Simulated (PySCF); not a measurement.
# Gas-phase XPS of 1,4-dioxin, computed

Compound: 1,4-dioxin, C4H4O2.
Geometry (PBE0-D3(BJ)/def2-SVP, Å), atoms numbered from 1 in this order:
```xyz
10
C4H4O2 angstrom
C      1.1262    0.6470   -0.2768
C      1.1200   -0.6851   -0.2449
O      0.0048   -1.4372    0.0310
C     -1.1015   -0.6623    0.2767
C     -1.0954    0.6697    0.2450
O      0.0187    1.4217   -0.0365
H      2.0208    1.2272   -0.4978
H      2.0085   -1.2844   -0.4375
H     -1.9947   -1.2427    0.5029
H     -1.9827    1.2694    0.4423
```

Theory: delta-SCF UKS SCAN, pcX-2 on the ionised atom, pcseg-1 elsewhere, spin-free X2C in PySCF. Binding energies are ΔSCF values: E(core-ionised, relaxed orbitals) − E(ground state) at a fixed geometry, referred to the vacuum level.

**Question.** Give the core binding energies atom by atom.

**Answer.** 
```json
{"atom(s)": "C1/C2/C4/C5", "environment": "vinylic carbon bearing oxygen", "level": "C 1s", "binding energy (eV)": "292.09", "count": "4"}
{"atom(s)": "O3/O6", "environment": "cyclic ether oxygen", "level": "O 1s", "binding energy (eV)": "539.47", "count": "2"}
```

**Question.** Which effective nuclear charge Zeff reproduces each element's mean 1s value in the hydrogen-like formula E = 13.606 eV × Zeff²?

**Answer.** C (Z = 6): mean 292.1 eV, Zeff = 4.63, Z − Zeff = 1.37; O (Z = 8): mean 539.5 eV, Zeff = 6.30, Z − Zeff = 1.70. Means run over the listed sites, weighted by atom count.

**Question.** Which photon wavelength matches the O 1s of O3/O6 threshold?

**Answer.** λ = hc/E = 12398.42 eV Å / 539.47 eV = 22.983 Å.

The first atom of each set that the bonding makes equivalent was ionised and stands for the set. Geometry: PBE0-D3(BJ)/def2-SVP; no solvent, vibrations or thermal averaging.

Time: 13 s wall; peak memory 0.43 GiB. Hardware: an Arm Neoverse V1 with one thread (shared host).
